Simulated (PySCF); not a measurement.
Structure problem from calculated spectra and properties.

Formula: FNO2.

* Polarisability: 21.6 au [PBE0/def2-SVPD]
* UV, first state: lowest singlet excitation: 5.16 eV (240 nm, f = 0.000) [TDDFT PBE0/def2-SVPD]
* Triplet: lowest triplet excitation (Tamm–Dancoff): 4.58 eV [TDA PBE0/def2-SVPD]
* NMR, other nuclei: isotropic shieldings of nuclei other than C and H, by class: -53 (1 N), -109 (2 O), -180 (1 F) ppm [GIAO KT3/pcSseg-2]
* Couplings: largest of the computed one-bond spin–spin couplings (means over like bonds): 19F–15N +225.5, 17O–15N -44.9 (×2) Hz [B3LYP/pcJ-1]
* XPS: N1s 415.7, O1s 541.8 (×2), F1s 693.6 eV [ΔSCF SCAN, pcX-2 on the ionised atom, pcseg-1 elsewhere, spin-free X2C]
* Rotational structure: rotational constants A, B, C: 13.481, 11.833, 6.301 GHz [PBE0-D3(BJ)/def2-SVP]

The electronic properties come from PySCF, for the isolated species, density fitting. Levels stand in brackets. Geometry: PBE0-D3(BJ)/def2-SVP; no solvent, vibrations or thermal averaging. Each NMR value is the plain mean over a class of atoms that symmetry, rotation or inversion makes alike.

Question: Give a SMILES that accounts for the data.

Answer: Numbering: `[O:1]=[N+:2]([O-:3])[F:4]`. The other shieldings belong to: -53 ppm, nitrogen bonded to F and 2 O [N2]; -109 ppm, oxygen bonded to N [O1/O3]; -180 ppm, fluorine bonded to N [F4]. The couplings run between: +225.5 Hz, fluorine bonded to N [F4] and nitrogen bonded to F and 2 O [N2]; -44.9 Hz, oxygen bonded to N [O1] and nitrogen bonded to F and 2 O [N2] (with 1 like pair). The core levels belong to: N1s 415.7 eV, nitrogen bonded to F and 2 O [N2]; O1s 541.8 eV, oxygen bonded to N [O1/O3]; F1s 693.6 eV, fluorine bonded to N [F4]. S1 is mainly HOMO→LUMO (weight 0.99); the largest Löwdin shares of the orbital it empties are 0.41 on each of 2 atoms of one kind (oxygen bonded to N) and 0.15 on the fluorine bonded to N, of the orbital it fills 0.38 on the nitrogen bonded to F and 2 O, 0.29 on each of 2 atoms of one kind (oxygen bonded to N) and 0.05 on the fluorine bonded to N. The optimised geometry has point group C2v and is an asymmetric top. Structure: `O=[N+]([O-])F` (nitryl fluoride). The assignments are read from this structure; whether some other isomer fits the data as well wasn't checked.
